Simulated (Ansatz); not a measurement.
Tetragonal perovskite BaTiO3, treated with PBEsol+SOC (PAW; Ansatz, an electronic-structure program).

Numerical settings: plane-wave cutoff 520 eV, 8×8×8 k mesh, Fermi–Dirac smearing 0.01 eV, PAW data made under PBE.

Properties against volume:

Shape and atoms are relaxed at each volume.

| V (Å³/atom) | P (GPa) | direct gap at Γ (eV) | smallest gap on the k mesh (eV) | c (Å) |
|---|---|---|---|---|
| 12.150 | 6.17 | 1.972 | 1.889 | 3.944 |
| 12.403 | 2.78 | 2.077 | 1.867 | 3.991 |
| 12.656 | -0.01 | 2.173 | 1.848 | 4.044 |
| 12.909 | -2.27 | 2.255 | 1.833 | 4.105 |
| 13.162 | -4.03 | 2.327 | 1.824 | 4.175 |

The fundamental gap (1.85 eV at the equilibrium volume, with added k points) lies elsewhere than Γ–Γ.
